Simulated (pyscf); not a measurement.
`[PH3]` + `[AlH3]` → `[PH3]` + `[AlH3]` (four-centre exchange; singlet surface; H–P, Al–H broken, H–P, Al–H formed). Structures and frequencies: ωB97X-D3(BJ)/def2-SVP in PySCF. Correlated levels are frozen-core, on RHF or UHF. ΔMP2 is the change of the MP2 total energy from the triple- to the quadruple-zeta basis. Energies in kJ/mol from the separated reactants.

| level | barrier | reaction energy |
|---|---|---|
| PBE/def2-TZVP | 93.3 | 0.0 |
| r²SCAN/def2-TZVP | 98.7 | 0.0 |
| B3LYP-D3(BJ)/def2-TZVP | 116.3 | 0.0 |
| PBE0-D3(BJ)/def2-TZVP | 99.6 | 0.0 |
| M06-2X/def2-TZVP | 113.5 | 0.0 |
| CCSD(T)/def2-TZVPP | [?] | 0.0 |
| CCSD(T)/def2-TZVPP + ΔMP2(QZVPP) | [?] | 0.0 |

Question: Complete the blanks.

Answer: 
- CCSD(T)/def2-TZVPP, barrier: 129.8
- CCSD(T)/def2-TZVPP + ΔMP2(QZVPP), barrier: 126.4

Of the functionals in the table, B3LYP-D3(BJ) is closest to CCSD(T)/def2-TZVPP + ΔMP2(QZVPP) in the barrier (10.1 kJ/mol apart) and PBE least close (33.1 kJ/mol); that level has limits of its own. On the reactant side the descent ends in an adduct with a Al–P contact (not fully relaxed), 82.9 kJ/mol under the separated species and 193.0 kJ/mol under the saddle at ωB97X-D3(BJ)/def2-TZVP. On the product side the descent ends in an adduct with a Al–P contact (not fully relaxed), 79.6 kJ/mol under the separated species and 189.7 kJ/mol under the saddle at ωB97X-D3(BJ)/def2-TZVP. At ωB97X-D3(BJ) the barrier from the zero used here is 110.1 kJ/mol. This is the saddle that the search found; another between the same sides may lie lower. The CCSD(T) − MP2 part came from Ansatz, without density fitting, on the same reference.
